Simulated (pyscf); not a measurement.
Structures and frequencies: ωB97X-D3(BJ)/def2-SVP in PySCF.

Q: PBE/def2-TZVP puts the barrier of H₂Si=SbH + hydrogen (H₂) → H₃Si–SbH₂ (addition across a multiple bond or ene-type step; singlet surface; H–H broken, H–Si, H–Sb formed) at 23.1 kcal/mol and the reaction energy at -27.9 kcal/mol, from the separated reactants. What do r²SCAN/def2-TZVP, B3LYP-D3(BJ)/def2-TZVP, ωB97M-D3(BJ)/def2-TZVP give on the same structures?

A: r²SCAN: ΔE‡ = 24.0 kcal/mol, ΔE = -30.1 kcal/mol; B3LYP-D3(BJ): ΔE‡ = 27.4 kcal/mol, ΔE = -29.7 kcal/mol; ωB97M-D3(BJ): ΔE‡ = 26.4 kcal/mol, ΔE = -33.0 kcal/mol. PBE's barrier lies under all of them, by 0.8 to 4.3 kcal/mol. Its reaction energy lies over all of them, by 1.8 to 5.2 kcal/mol. At the saddle there is also a short H–Si contact that neither side keeps. One saddle was located; it need not be the lowest between these sides. Elements past Kr carry the def2 core potentials, without spin-orbit coupling.
